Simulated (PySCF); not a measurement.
4-methylthiazole, C4H5NS.
Geometry (PBE0-D3(BJ)/def2-TZVP, Å), atoms numbered from 1 in this order:
```
atom  x, y, z in Å
C1    -1.5983   -0.1417    0.4375
C2    -0.1680   -0.0053    0.0500
C3     0.5089    1.1661   -0.1271
S4     2.1243    0.8535   -0.5783
C5     1.7939   -0.8269   -0.5020
N6     0.5806   -1.1319   -0.1678
H7    -2.0422    0.8283    0.6615
H8    -2.1698   -0.6076   -0.3691
H9    -1.6938   -0.7838    1.3156
H10    0.1404    2.1735   -0.0126
H11    2.5620   -1.5569   -0.7205
```

The closed-shell ground state was solved at several levels (PySCF, density fitting, gas phase, non-relativistic). Geometry: PBE0-D3(BJ)/def2-TZVP; no solvent, vibrations or thermal averaging.

| level | basis functions | total energy (Eh) | HOMO (eV) | LUMO (eV) | gap (eV) | dipole (D) |
| --- | --- | --- | --- | --- | --- | --- |
| PBE0/pcSseg-2 | 293 | -608.0849 | -7.03 | -0.71 | 6.32 | 1.31 |
| KT3/pcSseg-2 | 293 | -614.6817 | -6.00 | -1.56 | 4.44 | 1.21 |
| wB97X-D/pcSseg-2 | 293 | -608.3924 | -8.81 | 1.05 | 9.86 | 1.35 |

(1) Estimate the row for B97-2/pcSseg-2, a basis of 293 functions; the other rows only guide the guess.

(2) Over all these levels, which gives the widest orbital gap and which the narrowest?

(3) In the pcSseg-2 basis, how does the gap go with the fixed share of exact exchange?

(4) How far do the dipole and the HOMO energy spread over the levels?

Results:

(1) Total energy -608.4229 Eh, HOMO -6.78 eV, LUMO -0.76 eV, gap 6.02 eV, dipole 1.29 D.

(2) wB97X-D/pcSseg-2 (range-separated hybrid) has the widest, 9.86 eV, and KT3/pcSseg-2 (GGA) the narrowest, 4.44 eV. From the narrowest to the widest the HOMO moves by -2.81 eV and the LUMO by +2.61 eV.

(3) KT3 (0 %) 4.44 eV; B97-2 (21 %) 6.02 eV; PBE0 (25 %) 6.32 eV. Each rise in the share widens the gap here.

(4) The dipole runs from 1.21 to 1.35 D (mean 1.29 D) and the HOMO from -8.81 to -6.00 eV.

The pairwise dispersion term of wB97X-D wasn't added to the energies; at a given geometry it leaves orbitals and properties as they are.
